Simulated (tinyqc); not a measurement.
Inside a calculation. Method: Pariser-Parr-Pople SCF with singles CI, for the molecule C=CC=C (SMILES; centres numbered as the heavy atoms are written). One step of it, computed by the program tinyqc.

Task: Iteration 1: orbitals and new P. Diagonalise F (the basis is taken as orthonormal) and form P = 2 sum c c over the lowest orbitals.

F (eV):
```
           1C         2C         3C         4C
1C  -6.810000  -4.743332   0.000000   0.638799
2C  -4.743332  -6.810000  -3.567117   0.000000
3C   0.000000  -3.567117  -6.810000  -4.743332
4C   0.638799   0.000000  -4.743332  -6.810000
```

pi electrons, sum of z_r less the charge = 4

Give: orbital energies; P after iteration 1.

Result:

orbital energies (eV): -13.4628  -10.5344  -3.0856  -0.1572

P after iteration 1:
```
         1C      2C      3C       4C
1C   1.0000  0.9142  0.0000  -0.4053
2C   0.9142  1.0000  0.4053   0.0000
3C   0.0000  0.4053  1.0000   0.9142
4C  -0.4053  0.0000  0.9142   1.0000
```
